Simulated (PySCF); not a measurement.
CH₄, SMILES C.

Geometry optimised at PBE0-D3(BJ)/def2-TZVPD.

Computed with PBE0/def2-TZVPD in PySCF.

The molecule is in vacuum.

Problem. Estimate the frontier levels, gap, dipole moment and polarisability. (Estimate from the structure and the level; the computed values follow.)

Solution. 
```yaml
highest_occupied_level: -10.98 eV
lowest_empty_level: 0.57 eV
orbital_gap: 11.56 eV
dipole_moment: 0.00 D
quadrupole, principal values (traceless, Buckingham form, about the centre of nuclear charge): 0.00, 0.00, 0.00 D·Å
mean_static_polarisability: 16.8 bohr³ (2.49 Å³)
polarisability_principal_values: 16.8, 16.8, 16.8 bohr³
```
